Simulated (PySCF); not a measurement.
A made-up structure of SiH₂S₂, singlet:

```
5
angstrom
S -1.6390 0.8533 0.9380
Si -0.3932 -0.2697 -0.1773
S 1.3300 -0.1109 -0.2675
H -0.4529 -1.4309 -1.1545
H 1.1551 0.9581 0.6614
```

It is relaxed with PBE-D4/def2-SVP and then PBE0-D4/def2-TZVP (PySCF 2.14 with density fitting (its default auxiliary sets; JK sets also for MP2 and CCSD(T))). Atoms count as bonded within 1.22 times the sum of their covalent radii (H–H: 0.88 Å). The end point is not checked to be a true minimum.

Q: Does its bonding change? (Judge from chemistry; the calculation decides.)

A: Computed: No: no bond forms or breaks.

Where it ends: The first stage lowers the energy by 2.59 eV in 11 steps. It ends as SiH₂S₂ ([S][SiH][SH]):
S1  (-1.979, 0.409, 0.665)
Si2  (-0.438, -0.360, -0.223)
S3  (1.569, 0.211, -0.030)
H4  (-0.424, -1.483, -1.189)
H5  (1.287, 1.189, 0.850)
(Å)

Labels in which every atom is bracketed show which atoms are joined, not bond orders.

For scale, one of the runs: PBE0-D4/def2-TZVP relaxation, 123 basis functions, launched by `OMP_NUM_THREADS=2 python run.py`. Hardware: 2 CPU threads of a Oxide Virtual Turin-like, shared host. Wall time 54 s; peak host memory 1.2 GiB.
